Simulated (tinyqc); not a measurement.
Inside a calculation. Method: Pariser-Parr-Pople SCF with singles CI, for the molecule C=C1C=C1C=O (SMILES; centres numbered as the heavy atoms are written). One step of it, computed by the program tinyqc.

Task: PPP integrals. Mataga-Nishimoto: gamma = 14.399645/(R + a), a = 2 x 14.399645/(gamma_rr + gamma_ss); H_rr = -W_r - sum_(s != r) z_s gamma_rs; H_rs = beta for bonds.

Centres (angstrom, eV; a flat drawing with bonds scaled to 1.40 angstrom):
```
centre          x          y  core charge z          W   gamma_rr
1C       2.438000  -0.652000              1  11.160000  11.130000
2C       1.221000   0.040000              1  11.160000  11.130000
3C       0.512000   1.247000              1  11.160000  11.130000
4C      -0.179000   0.030000              1  11.160000  11.130000
5C      -1.387000  -0.678000              1  11.160000  11.130000
6O      -2.604000   0.013000              1  17.700000  15.200000
```

Resonance integrals (eV):
```
i  j       beta
1  2  -2.390000
2  3  -2.390000
3  4  -2.390000
4  5  -2.390000
5  6  -2.510000
4  2  -2.390000
```

Give: repulsion gamma_rs; core matrix H.

Result:

repulsion gamma_rs (eV):
```
         1C       2C       3C       4C       5C       6O
1C  11.1300   5.3456   3.6012   3.6016   2.8131   2.3302
2C   5.3456  11.1300   5.3459   5.3455   3.6010   2.9274
3C   3.6012   5.3459  11.1300   5.3466   3.6019   3.2393
4C   3.6016   5.3455   5.3466  11.1300   5.3452   4.0922
5C   2.8131   3.6010   3.6019   5.3452  11.1300   5.7754
6O   2.3302   2.9274   3.2393   4.0922   5.7754  15.2000
```

core matrix H (eV):
```
          1C        2C        3C        4C        5C        6O
1C  -28.8517   -2.3900    0.0000    0.0000    0.0000    0.0000
2C   -2.3900  -33.7253   -2.3900   -2.3900    0.0000    0.0000
3C    0.0000   -2.3900  -32.2949   -2.3900    0.0000    0.0000
4C    0.0000   -2.3900   -2.3900  -34.8909   -2.3900    0.0000
5C    0.0000    0.0000    0.0000   -2.3900  -32.2965   -2.5100
6O    0.0000    0.0000    0.0000    0.0000   -2.5100  -36.0646
```
